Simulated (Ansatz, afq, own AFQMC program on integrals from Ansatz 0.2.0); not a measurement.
Integrals from Ansatz 0.2.0, then the random walk in our own AFQMC program (afq).

```yaml
crystal:
  periodic: [false, false, false]
  atoms:
    - {symbol: B, position_ang: [0.000000, 0.000000, 1.484785]}
    - {symbol: Al, position_ang: [0.000000, 0.000000, -0.755666]}
    - {symbol: H, position_ang: [0.000000, 1.004980, 2.151421]}
    - {symbol: H, position_ang: [0.000000, -1.004980, 2.151421]}
basis:
  gaussian: {orbitals: cc-pVTZ}
total_charge: 1
magnetization: {spin_polarized: true, initial_magnetization: 1}
correlation: {method: ccsd_t, electrons: outside_noble_gas, hamiltonian_folder: ham}
```

```sh
$ ansatz run in.yaml --threads 1 --pin off --events-out ev --progress --plain --max-ram 16896MiB --backend cuda --devices 0, --max-vram 18GiB
```

Options of the walk:

```
--method phaseless --trial hf --walkers 800 --populations 10 --least-time 40 --time-step 0.005 --steps-per-block 20 --equilibration-blocks 112 --max-blocks 4000 --target-error 0.0008 --factor-cut 1e-05 --start spin_pure --seed 4021 --taylor-order 6
```

Times are imaginary, in 1/Eh. The walk had a cap of 88 s. With eight or more populations the least sampling time is a fifth of least-time, and the error comes from their spread.

Log:

```
orbitals 86  electrons 4 3  factors 531 of 547
reference energy -267.45869728 Eh
CCSD correlation -0.14836858 Eh in 12 cycles, weight of the determinant in the CISD state 0.9031
energy of the start -267.459215 Eh
 block  time / (1/Eh)  mean weight  energy / Eh
     1     0.100  1.0010  -267.489550
     2     0.200  1.0010  -267.510531
     3     0.300  1.0006  -267.527130
     4     0.400  1.0008  -267.539289
     5     0.500  1.0008  -267.549686
     7     0.700  1.0004  -267.566163
     9     0.900  1.0002  -267.575639
    11     1.100  0.9999  -267.580386
    21     2.100  1.0001  -267.601437
    26     2.600  0.9996  -267.601605
    31     3.100  0.9995  -267.602168
    41     4.100  1.0001  -267.610759
    51     5.100  0.9991  -267.616660
    61     6.100  1.0001  -267.616177
    71     7.100  0.9995  -267.609785
    81     8.100  1.0000  -267.617839
    91     9.100  1.0001  -267.613948
   101    10.100  1.0001  -267.606824
   111    11.100  1.0004  -267.610625
   121    12.100  1.0000  -267.616959
   131    13.100  1.0004  -267.617493
   141    14.100  1.0002  -267.606183
   151    15.100  0.9996  -267.610703
   161    16.100  1.0003  -267.615381
   171    17.100  0.9998  -267.618302
   181    18.100  1.0003  -267.606126
   191    19.100  1.0003  -267.607059
   201    20.100  1.0006  -267.611553
   211    21.100  1.0002  -267.616381
   221    22.100  0.9997  -267.609522
   231    23.100  1.0000  -267.605881
error from the spread of 10 populations
energy -267.611434 +/- 0.000800 Eh
(rows thinned)
```

The run passed its tests (sampling time, drift between the halves within three errors, error under three times the target), which doesn't prove that it has relaxed. The second half of the sampling lies above the first by 1.7 errors of their difference, so the energy may still be moving and its error bar be too small.

Against this walk (error 21.8 meV) on the same determinant: CCSD(T) 8.0 meV higher (within the noise), CCSDT(Q) 18.7 meV lower (within the noise), a separate phaseless walk with a CISD trial and standard settings 10.2 ± 22.2 meV lower (within the noise). The error is statistical and leaves out the bias of the constraint.

Cautions: constraint bias not in the error.

The walk took 31 s on 1 × NVIDIA H100 80GB HBM3 with 2 threads of AMD EPYC 7R13 Processor (Zen 3) (shared host) (the card was shared). The log's last line is the phaseless energy.

CCSDT and higher add their correlation energy to the determinant of the CCSD(T) run, since their own runs factorise the integrals more tightly (a shift of under 2 meV). A walk keeps the symmetry of its determinant, which the program's search chose and which needn't be the lowest solution, so a lower state of the same spin and another symmetry isn't excluded.
